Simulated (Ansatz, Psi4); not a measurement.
## BHF2 (SMILES FBF): the energy, rung by rung

BHF2: 4 atoms, total charge 0, spin state singlet. SMILES: `FBF`. The shape is that of a PBE0-D4/def2-TZVP optimisation. The run starts from this shape.

Quantity: the adiabatic ionisation energy (to the doublet cation, no zero-point term), in eV. The values are calculated.

| level | kind | program | value (eV) | less CCSD(T)/cc-pVDZ |
| --- | --- | --- | --- | --- |
| HF/STO-3G | Hartree–Fock | Ansatz | 9.27 | -3.66 |
| HF/3-21G | Hartree–Fock | Ansatz | 12.99 | +0.06 |
| HF/6-31G* (Cartesian functions) | Hartree–Fock | Ansatz | 12.30 | -0.63 |
| HF/cc-pVTZ | Hartree–Fock | Ansatz | 12.21 | -0.72 |
| PBE/def2-SVP | GGA | Ansatz | 12.59 | -0.34 |
| B3LYP/6-31G* (Cartesian functions) | global hybrid | Ansatz | 12.96 | +0.03 |
| PBE0/def2-TZVPD (density fitting) | global hybrid | Psi4 | 12.92 | -0.01 |
| MP2/6-31G* (Cartesian functions) | perturbation theory | Ansatz | 12.67 | -0.26 |
| MP2/aug-cc-pVDZ | perturbation theory | Ansatz | 13.02 | +0.09 |
| CCSD(T)/cc-pVDZ | coupled cluster or CI | Ansatz | 12.93 | 0.00 |

Differences are taken from CCSD(T)/cc-pVDZ for orientation; it has basis-set and higher-order errors of its own. The values span 9.27 to 13.02 eV. Without the sets that lack polarisation functions the rows with a basis span only 12.21 to 13.02 eV.
